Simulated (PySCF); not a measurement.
ethanol (C2H6O), SMILES CCO. Geometry optimised at B3LYP-D3(BJ)/def2-TZVP. The values are those of a single conformer.

Computed equilibrium geometry at B3LYP-D3(BJ)/def2-TZVP (PySCF confirms it by a frequency run) as Cartesian coordinates in Å (one conformer of several):
```xyz
9

C     -1.2026     0.1412     0.2462
C      0.0688    -0.4315    -0.3570
O      1.2325     0.3079     0.0027
H     -2.0772    -0.4203    -0.0908
H     -1.3277     1.1856    -0.0433
H     -1.1760     0.0895     1.3383
H      0.1808    -1.4866    -0.0769
H      0.0264    -0.3871    -1.4462
H      1.3164     0.2972     0.9623
```
Charge 0, spin multiplicity 1.
